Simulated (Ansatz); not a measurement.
Species: molecular nitrogen, N$_{2}$ (charge 0, singlet). SMILES: N#N
Geometry from a B3LYP-D3(BJ)/def2-TZVP (Ansatz, a quantum-chemistry and plane-wave program) optimisation:
```xyz
2

N      0.0000     0.0000    -0.5454
N      0.0000     0.0000     0.5454
```
Charge 0, spin multiplicity 1.

Wanted: enthalpy of formation at 298 K, in kcal/mol. Conventions: no spin-orbit coupling; open shells spin-unrestricted; non-relativistic. First-principles rows: single points at B3LYP-D3(BJ) geometries (Ansatz), with unscaled harmonic terms from B3LYP/6-31G* at its own minima, enthalpies of formation by atomisation with measured atoms.

```json
[
 {"species": "N#N", "coefficient": "+1", "E at HF/3-21G (Ansatz), Eh": "-108.30075", "E at PBE0/def2-TZVPD (Ansatz), Eh": "-109.44681", "H(298 K) - E, kcal/mol": "5.59"},
 {"species": "N atom", "coefficient": "-2", "E at HF/3-21G (Ansatz), Eh": "-54.10539", "E at PBE0/def2-TZVPD (Ansatz), Eh": "-54.54388", "H(298 K) - E, kcal/mol": "-"}
]
```

The atoms take no thermal term, since their enthalpies of formation at 0 K are used: the result is the sum of coefficient times E, plus the molecule's thermal term, plus number times (enthalpy of formation minus H(298) - H(0)) over the atoms. Measured values of the atoms (G2/97 table in ASE), kcal/mol:

```json
[
 {"atom": "N", "number": "2", "enthalpy of formation of the gas at 0 K": "112.53", "H(298) - H(0) of the element's standard state": "1.04"}
]
```

Measured values: Active Thermochemical Tables 1.112 (ions: stationary electron), as tabulated in the package chemicals; they hold spin-orbit and core effects, anharmonicity.  Value to compare with, the measured value: 0.0 kcal/mol. 1 Eh = 627.5095 kcal/mol.

Q: Work the quantity out at each level, and compare with the measured value.

A: 
- HF/3-21G: the sum of coefficient times E is -0.08997 Eh, or -56.46 kcal/mol; the thermal terms add 5.59; the atoms' measured terms add 222.98. Result: 172.1 kcal/mol. Its error against the measured value is 172.1 kcal/mol.
- PBE0/def2-TZVPD: the sum of coefficient times E is -0.35905 Eh, or -225.31 kcal/mol; the thermal terms add 5.59; the atoms' measured terms add 222.98. Result: 3.3 kcal/mol. Its error against the measured value is 3.3 kcal/mol.
